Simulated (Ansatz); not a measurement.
# CF+ (triplet): the correlation ladder at distance C1–F2 = 2.246 Å, 6-31G

Aim: climb from Hartree-Fock through coupled cluster and multireference methods for CF+ (triplet) at one geometry and basis, and see what each rung misses.

Program: Ansatz 0.2.0, Gaussian basis. Level of theory: 6-31G, core rule «outside noble gas», up to 2 orbitals frozen. These are calculated values, not measurements.

The runs, in order: UHF; CCSD(T) on ROHF; CCSD(T) on UHF; BCCD(T) on ROHF; CISD as a restricted active space (open shells left free, so some higher excitations enter); CCSDT(Q) on ROHF; CCSDT(Q) on UHF; CISDTQ; CCSDTQ on ROHF; CCSDTQ on UHF; CASSCF and MRCISD+Q, 4 electrons in 4 orbitals; CASSCF and NEVPT2, 4 electrons in 4 orbitals; CASSCF and MRCISD+Q, 10 electrons in 8 orbitals; CASSCF and NEVPT2, 10 electrons in 8 orbitals; Full CI.

19 further runs of the same task are left out: 17 that didn't finish, 2 set aside as unsound or not needed. Runs told in other sessions of the task aren't counted.

**1. The geometry**

The geometry derives from a PBE0/def2-TZVP stationary point (not a proven minimum). One bond is set to the value named and the two fragments are kept rigid.

2 atoms, charge 1, spin multiplicity 3.

Atoms are counted from 1 here; the program's logs count them from 0.

No contacts short enough for the rule that draws bonds.

**2. UHF**

Contents of in.yaml:

```yaml
crystal:
  periodic: [false, false, false]
  atoms:
    - {symbol: C, position_ang: [0.000000, 0.000000, 0.000000]}
    - {symbol: F, position_ang: [0.000000, 0.000000, 2.246000]}
basis:
  gaussian: {orbitals: 6-31G}
total_charge: 1
magnetization: {spin_polarized: true, initial_magnetization: 2}
hamiltonian: {xc: hf}
output: {orbitals: {seedname: orbitals}}
```

The run is started by

```bash
$ ansatz run in.yaml --threads 1 --pin off --events-out ev --progress --plain --max-ram 2393MiB
```

The runs that follow: CCSD(T) on ROHF; CCSD(T) on UHF; BCCD(T) on ROHF; CISD as a restricted active space (open shells left free, so some higher excitations enter); CCSDT(Q) on ROHF; CCSDT(Q) on UHF; CISDTQ; CCSDTQ on ROHF; CCSDTQ on UHF; CASSCF and MRCISD+Q, 4 electrons in 4 orbitals; CASSCF and NEVPT2, 4 electrons in 4 orbitals; CASSCF and MRCISD+Q, 10 electrons in 8 orbitals; CASSCF and NEVPT2, 10 electrons in 8 orbitals; Full CI.

Q: Predict the results of all the runs planned. Wanted: FCI from the RHF energy; RMP2 from FCI; UMP2 from FCI; RCCSD from FCI; RCCSD(T) from FCI; UCCSD(T) from FCI; RCCSDT(Q) from FCI; UCCSDT(Q) from FCI; T1 diagnostic.

As calculated:

| quantity | value |
| --- | --- |
| FCI from the ROHF energy | -3.8476 eV |
| RMP2 from FCI | +19.28 kcal/mol |
| UMP2 from FCI | +19.03 kcal/mol |
| RCCSD from FCI | +1.72 kcal/mol |
| RCCSD(T) from FCI | +0.82 kcal/mol |
| UCCSD(T) from FCI | +0.81 kcal/mol |
| RCCSDT(Q) from FCI | +0.23 kcal/mol |
| UCCSDT(Q) from FCI | +0.20 kcal/mol |
| levels within 1 kcal/mol (43 meV) | RCCSD(T), UCCSD(T), BCCD(T), RCCSDT, UCCSDT, CISDTQ, RCCSDT(Q), UCCSDT(Q), RCCSDTQ, UCCSDTQ |
| T1 diagnostic | 0.016 |
| effectively unpaired electrons | 2.37 |

In words: RCCSD(T) lands +0.82 kcal/mol from the yardstick (0.9 % of the correlation energy). The occupations show static correlation (2.37 effectively unpaired electrons where one determinant has 2). These misses are within one basis, not against nature; the frozen cores of restricted and unrestricted runs differ, which can shift their rows.

Levels on UHF freeze UHF's core orbitals, full CI those of ROHF, so the U rows can settle a little off it for that reason alone.

With open shells the CI space here admits some higher excitations, so it is larger than plain CISD.
